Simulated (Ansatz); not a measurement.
Ideal-gas functions of AlBH5N, SMILES `B[NH][AlH2]` at 600 K and 1 bar, from an Ansatz frequency run at PBE0-D4/def2-TZVP.

Molar mass 56.84 g/mol, point group Cs (symmetry number 1), electronic degeneracy 1, moments of inertia 13.281, 88.339, 101.62 u Å². Harmonic wavenumbers (cm⁻¹, unscaled): 159, 221, 318, 523, 614, 689, 781, 857, 940, 1023, 1167, 1250, 1377, 1939, 1966, 2550, 2627, 3585.

Use S(trans) = R[1.5 ln M + 2.5 ln T − 1.1517]; rotational temperatures θ = 24.2544 K / I; S(rot) = R[ln(√π/σ · √(T³/θAθBθC)) + 1.5]; for each mode x = 1.438777 ν̃/T, S = R[x/(eˣ − 1) − ln(1 − e⁻ˣ)] and H = RT x/(eˣ − 1); 1 cm⁻¹ = 0.0119627 kJ/mol; R = 8.31446 J/(mol·K).

By hand: the entropy, in J/(mol·K).

Translation 173.8. Rotation: θ = 1.8262, 0.2746, 0.2387 K, giving 105.8. Vibration, mode by mode: 16.38, 13.69, 10.77, 6.96, 5.81, 5.03, 4.22, 3.65, 3.12, 2.67, 2.03, 1.74, 1.36, 0.45, 0.43, 0.13, 0.11, 0.01, in all 78.6. Electronic 0.0. Sum 358.2 J/(mol·K).

By hand: H − E and G − E in kJ/mol, counted from the electronic energy.

Zero-point energy ½ × 22586 × 0.0119627 = 135.1; thermal vibration 26.4; translation, rotation and pV give 4 RT = 20.0. H − E = 181.5 kJ/mol, and G − E = 181.5 − 600 × 358.2/1000 = -33.4 kJ/mol.

Vibration gives 22 % of the entropy.
